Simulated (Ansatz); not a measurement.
We consider 1T (CdI2-type) TaS₂ (undistorted form, which takes a superstructure on cooling), described by PBE in Ansatz (PAW).

Rigid layers of the crystal as relaxed at this level are moved apart or together:

| run | k mesh | layer repeat (Å) | energy against free layers (meV/Å²) | gap on the mesh (eV) |
|---|---|---|---|---|
| 1 | 12×12×6 | 5.6 | 11.29 | 0.000 |
| 2 | 12×12×6 | 5.75 | 6.39 | 0.000 |
| 3 | 12×12×6 | 5.9 | 3.26 | 0.000 |
| 4 | 12×12×6 | 6.1 | 0.85 | 0.000 |
| 5 | 12×12×6 | 6.4 | -0.68 | 0.000 |
| 6 | 12×12×6 | 6.9 | -1.05 | 0.000 |
| 7 | 12×12×4 | 7.9 | -0.47 | 0.000 |
| 8 | 12×12×4 | 9.9 | -0.02 | 0.000 |

The lowest energy of these points lies at a layer repeat of 6.90 Å.

Spin–orbit coupling is not included.

Note: the cell comes from a level without a dispersion term, which matters for the spacing of layers, chains or molecules.

Ansatz is a program for electronic structure.
